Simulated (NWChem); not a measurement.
Everything below was run with NWChem. System: Cl (+1), charge 1, spin multiplicity 3. Its SCF solution wasn't tested for a lower state. Level: UPBE/cc-pVQZ.

Part of the output:

```
             Northwest Computational Chemistry Package (NWChem) 7.3.0
             --------------------------------------------------------

                                NWChem Input Module
                                -------------------

 Scaling coordinates for geometry "geometry" by  1.889725989
 (inverse scale =  0.529177249)

                             Geometry "geometry" -> ""
                             -------------------------

 Output coordinates in angstroms (scale by  1.889725989 to convert to a.u.)

  No.       Tag          Charge          X              Y              Z
 ---- ---------------- ---------- -------------- -------------- --------------
    1 Cl                  17.0000     0.00000000     0.00000000     0.00000000

 Effective nuclear repulsion energy (a.u.)       0.0000000000

            Nuclear Dipole moment (a.u.)
            ----------------------------
        X                 Y               Z
 ---------------- ---------------- ----------------
     0.0000000000     0.0000000000     0.0000000000

      Symmetry information
      --------------------

 Group name             D2h
 Group number             26
 Group order               8
 No. of unique centers     1

      Symmetry unique atoms

     1


 Summary of "ao basis" -> "" (spherical)
 ------------------------------------------------------------------------------
       Tag                 Description            Shells   Functions and Types
 ---------------- ------------------------------  ------  ---------------------
 *                          cc-pvqz                   on all atoms

  pbe96 is a nonlocal functional; adding pw91lda local functional.

                                 NWChem DFT Module
                                 -----------------

 Summary of "ao basis" -> "ao basis" (spherical)
 ------------------------------------------------------------------------------
       Tag                 Description            Shells   Functions and Types
 ---------------- ------------------------------  ------  ---------------------
 Cl                         cc-pvqz                 17       59   6s5p3d2f1g

 Summary of "ao basis" -> "ao basis" (spherical)
 ------------------------------------------------------------------------------
       Tag                 Description            Shells   Functions and Types
 ---------------- ------------------------------  ------  ---------------------
 Cl                         cc-pvqz                 17       59   6s5p3d2f1g
[...]
                     DFT Final Beta Molecular Orbital Analysis
                     -----------------------------------------

 Vector    5  Occ=1.000000D+00  E=-7.500343D+00  Symmetry=b3u
              MO Center= -9.8D-17,  2.4D-16,  2.4D-16, r^2= 5.8D-02
   Bfn.  Coefficient  Atom+Function         Bfn.  Coefficient  Atom+Function
  ----- ------------  ---------------      ----- ------------  ---------------
     7      1.002658  1 Cl px

 Vector    6  Occ=1.000000D+00  E=-1.116240D+00  Symmetry=ag
              MO Center= -1.3D-15,  1.7D-15,  1.7D-15, r^2= 7.3D-01
   Bfn.  Coefficient  Atom+Function         Bfn.  Coefficient  Atom+Function
  ----- ------------  ---------------      ----- ------------  ---------------
     5      0.713191  1 Cl s                  3      0.591976  1 Cl s
     4      0.312468  1 Cl s                  6      0.214898  1 Cl s
     2     -0.033118  1 Cl s

 Vector    7  Occ=1.000000D+00  E=-6.752038D-01  Symmetry=b3u
              MO Center= -1.1D-16, -2.3D-16, -6.7D-17, r^2= 9.9D-01
   Bfn.  Coefficient  Atom+Function         Bfn.  Coefficient  Atom+Function
  ----- ------------  ---------------      ----- ------------  ---------------
    16      0.521378  1 Cl px                13      0.427056  1 Cl px
    10      0.317715  1 Cl px                19      0.148368  1 Cl px
     7      0.046195  1 Cl px

 Vector    8  Occ=0.000000D+00  E=-6.539029D-01  Symmetry=b1u
              MO Center= -1.2D-32,  1.0D-31, -8.3D-19, r^2= 1.0D+00
   Bfn.  Coefficient  Atom+Function         Bfn.  Coefficient  Atom+Function
  ----- ------------  ---------------      ----- ------------  ---------------
    18      0.520491  1 Cl pz                15      0.418047  1 Cl pz
    12      0.338502  1 Cl pz                21      0.156350  1 Cl pz
     9      0.069729  1 Cl pz

 Vector    9  Occ=0.000000D+00  E=-6.539029D-01  Symmetry=b2u
              MO Center=  1.8D-31, -3.5D-18,  1.8D-31, r^2= 1.0D+00
   Bfn.  Coefficient  Atom+Function         Bfn.  Coefficient  Atom+Function
  ----- ------------  ---------------      ----- ------------  ---------------
    17      0.520491  1 Cl py                14      0.418047  1 Cl py
    11      0.338502  1 Cl py                20      0.156350  1 Cl py
     8      0.069729  1 Cl py

 Vector   10  Occ=0.000000D+00  E=-5.287981D-02  Symmetry=ag
              MO Center= -5.8D-16,  1.1D-15,  1.2D-15, r^2= 2.8D+00
   Bfn.  Coefficient  Atom+Function         Bfn.  Coefficient  Atom+Function
  ----- ------------  ---------------      ----- ------------  ---------------
     5      2.369576  1 Cl s                  6     -2.206517  1 Cl s
     4     -0.315249  1 Cl s                  2     -0.222839  1 Cl s
     3      0.084624  1 Cl s                 26     -0.055192  1 Cl d  2
     1     -0.035358  1 Cl s                 24      0.031865  1 Cl d  0

   alpha - beta orbital overlaps
   -----------------------------

   alpha      1      2      3      4      5      6      7      8      9     10
    beta      1      2      3      4      5      6      9      8      7     17
 overlap   1.000  1.000  1.000  1.000  1.000  0.999  0.999  0.999  1.000  0.999

   alpha     11     12     13     14     15     16     17     18     19     20
    beta     18     10     11     12     14     15     16     13     22     23
 overlap   0.999  0.972  1.000  1.000  0.971  0.999  0.999  1.000  0.999  0.999

   alpha     21     22     23     24     25     26     27     28     29     30
    beta     19     20     21     29     30     25     26     27     28     24
 overlap   1.000  1.000  0.999  1.000  1.000  1.000  1.000  0.981  0.981  0.990

   alpha     31     32     33     34     35     36     37     38     39     40
    beta     33     32     31     34     42     43     40     41     39     38
 overlap   0.981  0.981  0.990  1.000  1.000  1.000  1.000  1.000  0.985  0.985

   alpha     41     42     43     44     45     46     47     48     49     50
    beta     35     36     37     47     48     45     44     46     54     55
 overlap   0.988  0.988  0.986  0.985  0.985  0.988  0.988  0.986  1.000  1.000

   alpha     51     52     53     54     55     56     57     58     59
    beta     50     51     52     53     49     57     58     56     59
 overlap   1.000  1.000  1.000  1.000  1.000  1.000  1.000  1.000  1.000

     --------------------------
     Expectation value of S2:
     --------------------------
      <S2> =      2.0035 (Exact =     2.0000)

 Task  times  cpu:        1.4s     wall:        1.4s

 Total times  cpu:        1.4s     wall:        1.4s
```

**Question.** Write an NWChem input that would produce this output.

**Answer.** This is not unique; one that fits is 
```
start mol
memory heap 200 mb stack 900 mb global 1100 mb
charge 1
geometry units angstroms nocenter noautoz
  Cl     0.000000     0.000000     0.000000
  symmetry group D2h
end
basis spherical
  * library cc-pvqz
end
dft
  xc xpbe96 cpbe96
  odft
  mult 3
  semidirect memsize 60000000 filesize 0
  iterations 100
end
task dft energy
```
